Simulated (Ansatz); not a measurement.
SiGeCl, doublet: the ladder up to UCCSDT(Q)

Geometry: a PBE0/def2-TZVP stationary point for this spin, not checked as a minimum.

```xyz
3

Cl    0.0000    0.8853    1.3034
Ge    0.0000    0.0874   -0.9839
Si    0.0000   -1.3435    0.8994
```

Basis cc-pVDZ; Ansatz 0.2.0. Correlated methods freeze the noble-gas cores and the filled d shells of p-block atoms, which leaves 15 electrons in 39 orbitals. R marks a restricted (for open shells ROHF) determinant, U an unrestricted one. Active spaces: valence = (13e, 11o, short of the full valence) chosen from the atoms' valence shells. No spin–orbit coupling is included, and no scalar relativity.

Full CI isn't at hand for all of this; UCCSDT(Q) serves as the reference, and is uncertain by about the last step of the cluster series. The frozen core follows each run's orbitals, which can shift R against U totals by a few meV for light atoms and by up to 0.1 eV past Ca.

* UHF ⟨S²⟩: 0.758
* T1 diagnostic (RCCSD): 0.0219
* largest doubles amplitude (RCCSD): 0.053
* T1 diagnostic (UCCSD): 0.0215

```csv
level,E − E(UCCSDT(Q)) (kcal/mol),share of correlation (%),wall time
UHF,205.15,0.68,–
UMP2,31.89,84.56,–
UCCSD,9.30,95.50,–
UCCSD(T),1.65,99.20,28 s
UCCSDT,0.71,99.65,–
```

The correlation energy at UCCSDT(Q), counted from RHF, is -8.957 eV. That run took 96 s on 1 thread of Arm Neoverse V1, shared host.

Run but not shown, since their state or frozen core can't be matched to the reference's or they repeat it: RHF, RMP2, CISD, RCCSD, RCCSD(T), BCCD(T), RCCSDT, RCCSDT(Q), CASSCF (valence space), NEVPT2 (valence space).

Times hold each run's SCF and search for its determinant on a shared host, so for small cases they say little of a method's own cost; they ran on 1 thread of Arm Neoverse V1.

Natural occupations of CASSCF (valence space) about the gap: 1.987 1.984 1.970 1.961 1.946 0.994 0.055 0.050 0.033 0.027; effectively unpaired electrons, Σ n²(2−n)², 1.05.

Atomization energy (electronic, same basis, no zero-point term; atoms at the same level, unrestricted beside the R rows where the molecule is a closed shell, but restricted open-shell past Ca, as are all atoms' steps beyond CCSDT(Q)) at UCCSDT(Q): 551.8 kJ/mol. Errors of other levels:

```json
{"level": "UHF", "error (kJ/mol)": "-191.7"}
{"level": "UMP2", "error (kJ/mol)": "13.8"}
{"level": "UCCSD", "error (kJ/mol)": "-28.3"}
{"level": "UCCSD(T)", "error (kJ/mol)": "-4.1"}
{"level": "UCCSDT", "error (kJ/mol)": "-2.4"}
```

This basis is far from its limit, so the value isn't to be set against a measured one.
